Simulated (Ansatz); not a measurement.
Si (P6₃/mmc, No. 194, 4 atoms in the cell; start mp-165; another form than the element's usual one), treated with r²SCAN+rVV10 (plane waves, PAW; Ansatz, a program for electronic structure).

Numerical settings: plane-wave cutoff 500 eV, 12×12×6 k mesh (along the axes of the cell as run), Fermi–Dirac smearing 0.05 eV, scalar-relativistic PAW data made under PBE.

Cell (relaxed at this level):

```yaml
crystal:
  lattice:
    - [3.82544, 0.00000, 0.00000]
    - [-1.91272, 3.31293, 0.00000]
    - [0.00000, 0.00000, 6.33346]
  atoms:
    - { symbol: Si, position: [0.33333, 0.66667, 0.06314] }
    - { symbol: Si, position: [0.66667, 0.33333, 0.93686] }
    - { symbol: Si, position: [0.66667, 0.33333, 0.56314] }
    - { symbol: Si, position: [0.33333, 0.66667, 0.43686] }
```

### Question
What does this level give for the band gap?

### Answer

- band gap: 0.56 eV (on the SCF k mesh)

Note: the relaxation could not lower the start's symmetry, so the cell can be a saddle point above a distorted one.

Static lattice: no zero-point or thermal effects.

A start named mp-… is a Materials Project structure, which need not be a measured phase.
